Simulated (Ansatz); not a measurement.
CH2 (SMILES [CH2]) moved off its minimum; all values from Ansatz (a program for electronic structure), cores frozen in correlated methods.
(charge 0, multiplicity 1)
```xyz
3

C     -0.0886     0.1464    -0.0179
H     -0.8270    -0.4915    -0.0525
H      0.8054    -0.5257    -0.0522
```

```
level                largest force (eV/Å)  on atom  rms difference from CCSD(T)/aug-cc-pVTZ (eV/Å)  dipole (D)
-------------------  --------------------  -------  ----------------------------------------------  ----------
HF/def2-TZVPP                        5.71       C1                                           0.279        2.05
PBE/def2-TZVPP                       6.30       H2                                           0.211        1.95
r2SCAN/def2-TZVPP                    6.02       H2                                           0.040        1.98
B3LYP/def2-TZVPP                     5.91       H2                                           0.044        1.98
wB97M-V/def2-TZVPP                   5.89       H2                                           0.061        1.98
MP2/aug-cc-pVTZ                      5.90       C1                                           0.100        1.91
CCSD(T)/aug-cc-pVTZ                  6.01       H2                                           0.000        1.78
```

The differences count from one level among others, with limits of its own. Forces at CCSD(T)/aug-cc-pVTZ (eV/Å):

```
atom      Fx      Fy      Fz
----  ------  ------  ------
C1     4.781   3.544   0.193
H2    -4.646  -3.812  -0.207
H3    -0.136   0.268   0.014
```

Doubts at one or more of the structures used: a restricted determinant that unrestricted orbitals would lower (MP2/aug-cc-pVTZ, CCSD(T)/aug-cc-pVTZ).
